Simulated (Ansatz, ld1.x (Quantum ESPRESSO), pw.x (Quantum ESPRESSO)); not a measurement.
## Equation-of-state test of one TM potential (boron (B))

B (Z = 5), norm-conserving Troullier–Martins (Kleinman–Bylander form), made with ld1.x (Quantum ESPRESSO) 7.5 (PBEsol, scalar-relativistic). Core [He], reference 2s2 2p1. Waves: 2s (bound): rc 1.60 bohr; 3d channel at 0.2 Ry: rc 3.15 bohr; 2p (bound): rc 3.15 bohr. Local part: the p channel. Core correction: Bessel-smoothed model core inside 1.15 bohr.

Atomic tests: cutoffs needed: 18 Ry and 45 Ry (the cutoffs (Ry, on a coarse ladder) from which the occupation-weighted sum of valence levels, in a spherical-Bessel basis at the reference potential, stays within 10 and 1 mRy of its value at 400 Ry); ghost test: no extra level below or beside the all-electron valence levels (s, d, p, f tested) (spherical-Bessel basis up to 400 Ry, 20 bohr box); largest excitation error: +264 meV (all-electron minus pseudo) for 2s1 2p0, out of 7 test configurations.

Crystal test: fcc B in pw.x 7.5, no spin, 18³ k-points, Fermi–Dirac smearing 0.01 Ry, cutoffs 55/220 Ry. The reference is all-electron LAPW (Ansatz 0.2.0) with the same functional, mesh and smearing; V0 and B0 come from Birch–Murnaghan fits to the pressures at five volumes. Errors are pseudo minus all-electron; Δ is the rms difference of the E(V) curves that follow from these fits, minima aligned, over ±6 % about the mean V0. Mesh and smearing are coarse, so the numbers serve the comparison and aren't converged zero-temperature values; the lattice is a test structure that the element need not adopt.

```csv
V (Å³/atom),P all-electron (GPa),P pseudo (GPa)
5.544,15.12,76.98
5.690,6.84,67.33
5.836,-0.51,58.49
5.982,-7.04,50.37
6.128,-12.83,42.91
```

All-electron: a0 = 2.856 Å (V0 = 5.83 Å³/atom), B0 = 278.7 GPa.

Pseudopotential: mean pressure error (GPa): +58.90. The pressure does not cross zero within the volumes sampled, so no fit is given. The largest radius (3.15 bohr) exceeds half the bond length (1.91 bohr), so the spheres overlap, which is one possible source of error among others. This is a poor potential for the solid.

At the middle volume, how do free energy and pressure move when the wave cutoff is lowered (ecutrho kept at four times it)?

```json
{"cutoff (Ry)": "25", "shift of F (meV/atom)": "+17.8", "shift of P (GPa)": "-0.14"}
{"cutoff (Ry)": "33", "shift of F (meV/atom)": "+15.8", "shift of P (GPa)": "-0.12"}
{"cutoff (Ry)": "44", "shift of F (meV/atom)": "+6.6", "shift of P (GPa)": "-0.46"}
```

The run at the middle volume (195 k-points, 5 iterations) took about 6.7 s on one core of a shared host (Neoverse-N1, 64 threads, 124 GiB, load 60).
